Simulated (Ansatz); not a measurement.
Si(NH2)2 (SiN2H4), relaxed as a singlet with RKS PBE0-D4/def2-TZVP in Ansatz, starting from the GFN2-xTB geometry. Force threshold 0.02 eV/Å.

Start:

```xyz
7

Si   -0.511   -0.569   -0.879
N    -0.163    1.101   -0.680
H    -0.382    1.790   -1.377
H     0.296    1.506    0.126
N     0.122   -1.146    0.609
H     0.090   -2.114    0.876
H     0.547   -0.569    1.324
```

Estimate the energy that the relaxation releases and the steps that it takes.

0.8 kJ/mol, in 5 steps; 2.6 s on 4 threads of Arm Neoverse V2 on a shared host. No frequencies were taken in this run, so the end may be a saddle point.

Does the start keep its bonding and symmetry?

By distances, no bond broke or formed. The bond that changes most is N5–H7, from 1.01 to 1.01 Å (atoms count from 1). Point group C2v at the start, C2v at the end, both within 0.05 Å.

Predict the relaxed structure.


```xyz
7

Si   -0.498   -0.554   -0.856
N    -0.153    1.118   -0.679
H    -0.402    1.767   -1.406
H     0.293    1.578    0.101
N     0.124   -1.150    0.628
H     0.074   -2.133    0.841
H     0.563   -0.626    1.371
```
Bond lengths: 2 × N–Si 1.72 Å; 4 × H–N 1.01 Å.
